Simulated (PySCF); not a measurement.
Geometry:
```json
{"atom": "Mg1", "x (Å)": "0.000", "y (Å)": "0.000", "z (Å)": "0.000"}
{"atom": "H2", "x (Å)": "-0.019", "y (Å)": "-0.023", "z (Å)": "1.705"}
{"atom": "H3", "x (Å)": "0.018", "y (Å)": "0.023", "z (Å)": "-1.705"}
```

Geometry: PBE0-D3(BJ)/def2-SVP; GIAO absolute shieldings from PySCF 2.14, gas phase, non-relativistic, averaged over equivalent atoms.

At KT2/pcSseg-1 (26 basis functions, 0.4 s wall time on 1 thread of an Arm Neoverse V1, shared host):
| atoms | σ (ppm) |
| --- | --- |
| Mg1 | 435.8 |
| H2/H3 | 26.47 |

Estimate the result of repeating the calculation with PBE0/pcSseg-1.

Answers


```json
{"atoms": "Mg1", "σ at PBE0/pcSseg-1": "436.9", "change": "+1.1"}
{"atoms": "H2/H3", "σ at PBE0/pcSseg-1": "26.66", "change": "+0.19"}
```

The largest change is at Mg1 (Mg bonded to 2 H). Cost: 26 basis functions, 1 s wall time (0.8 s CPU) on 1 thread of an Arm Neoverse V1, shared host.
